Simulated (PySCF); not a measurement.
disilane (H6Si2), SMILES [SiH3][SiH3]. Geometry optimised at B3LYP-D3(BJ)/def2-TZVP.

Computed equilibrium geometry at B3LYP-D3(BJ)/def2-TZVP (PySCF confirms it by a frequency run) as Cartesian coordinates in Å, and its point group:
point group D3.
```xyz
8

Si     0.0000     0.0000    -1.1722
Si     0.0000     0.0000     1.1722
H     -1.2076    -0.6906    -1.6866
H      1.2019    -0.7005    -1.6866
H      0.0057     1.3911    -1.6866
H     -1.2076     0.6906     1.6866
H      1.2019     0.7005     1.6866
H      0.0057    -1.3911     1.6866
```
Charge 0, spin multiplicity 1.
